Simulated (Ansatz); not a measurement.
Cost and result for the atomization energy of `F[SiH2][S]` radical (5 atoms, 4 bonds).

Z-matrix (Å, degrees):
```
Si
F 1 1.596
S 1 2.099 2 114.0
H 1 1.482 2 107.4 3 -118.9
H 1 1.482 2 107.4 3 118.9
```

The species carries charge 0 and has multiplicity 2. Geometry: relaxed with PBE0-D4/def2-TZVP. Program: Ansatz. All runs use 2 threads of a server CPU on a shared host. Times are those of one run each, without the atoms' runs, and a repeat can differ threefold. Electronic energies, without spin–orbit coupling; frozen cores. CCSD(T)/CBS adds CCSD(T) − MP2 in def2-TZVPP to the MP2 limit, and its time is that of the two runs behind it. T1 = 0.014; ⟨S²⟩ of the reference is 0.76. B3LYP takes the VWN-RPA correlation (the form of Gaussian; ORCA's B3LYP/G). HSE06 is the plane-wave form, built on full-range PBE exchange.

CCSD(T)/CBS is a level of theory with its own doubt, some kJ/mol a heavy atom from the limit and from the frozen cores, so smaller differences don't rank the functionals.

```json
{"level": "CCSD(T)/def2-SVP", "functions": "60", "wall time": "2.1 s", "atomization (kJ/mol)": "1410.2", "difference from CCSD(T)/CBS": "-152.2", "per bond": "-38.1"}
{"level": "BLYP-D4/def2-TZVPP", "functions": "143", "wall time": "3.8 s", "atomization (kJ/mol)": "1548.6", "difference from CCSD(T)/CBS": "-13.8", "per bond": "-3.5"}
{"level": "B3LYP-D4/def2-TZVPP (with forces)", "functions": "143", "wall time": "7.5 s", "atomization (kJ/mol)": "1550.5", "difference from CCSD(T)/CBS": "-11.9", "per bond": "-3.0"}
{"level": "HSE06-D4/def2-TZVPP", "functions": "143", "wall time": "7.5 s", "atomization (kJ/mol)": "1539.0", "difference from CCSD(T)/CBS": "-23.4", "per bond": "-5.9"}
{"level": "CAM-B3LYP-D4/def2-TZVPP", "functions": "143", "wall time": "7.5 s", "atomization (kJ/mol)": "1561.4", "difference from CCSD(T)/CBS": "-1.0", "per bond": "-0.3"}
{"level": "PBE-QIDH/def2-TZVPP", "functions": "143", "wall time": "7.5 s", "atomization (kJ/mol)": "1535.4", "difference from CCSD(T)/CBS": "-27.0", "per bond": "-6.8"}
{"level": "r2SCAN-D4/def2-TZVPP (with forces)", "functions": "143", "wall time": "13 s", "atomization (kJ/mol)": "1569.3", "difference from CCSD(T)/CBS": "6.9", "per bond": "1.7"}
{"level": "B97M-V/def2-TZVPP", "functions": "143", "wall time": "13 s", "atomization (kJ/mol)": "1575.0", "difference from CCSD(T)/CBS": "12.6", "per bond": "3.1"}
{"level": "ωB97X-V/def2-TZVPP", "functions": "143", "wall time": "20 s", "atomization (kJ/mol)": "1573.0", "difference from CCSD(T)/CBS": "10.6", "per bond": "2.7"}
{"level": "ωB97M-V/def2-TZVPP (with forces)", "functions": "143", "wall time": "24 s", "atomization (kJ/mol)": "1564.8", "difference from CCSD(T)/CBS": "2.4", "per bond": "0.6"}
{"level": "MP2/def2-QZVPP", "functions": "257", "wall time": "24 s", "atomization (kJ/mol)": "1569.9", "difference from CCSD(T)/CBS": "7.5", "per bond": "1.9"}
{"level": "CCSD(T)/def2-TZVPP", "functions": "143", "wall time": "41 s", "atomization (kJ/mol)": "1510.3", "difference from CCSD(T)/CBS": "-52.1", "per bond": "-13.0"}
{"level": "CCSD(T)/CBS(def2)", "functions": "–", "wall time": "64 s", "atomization (kJ/mol)": "1562.4", "difference from CCSD(T)/CBS": "0.0", "per bond": "0.0"}
```

At CCSD(T), def2-SVP lies −152.3 kJ/mol from the extrapolated value and def2-TZVPP −52.1 kJ/mol: correlation converges slowly with the basis, and small sets miss more of it in the bonded molecule than in its fragments. In def2-TZVPP, CCSD(T) changes the Hartree–Fock value by +344.8 kJ/mol (the triples alone add +20.5 kJ/mol) and MP2 by +372.5 kJ/mol; breaking electron pairs costs correlation energy, which Hartree–Fock lacks. The D4 term adds +14.5 kJ/mol with B3LYP and +7.3 kJ/mol with PBE0; it sums over pairs of atoms, weighted by their polarisabilities, and B3LYP, whose exchange is more repulsive, gets the larger term.
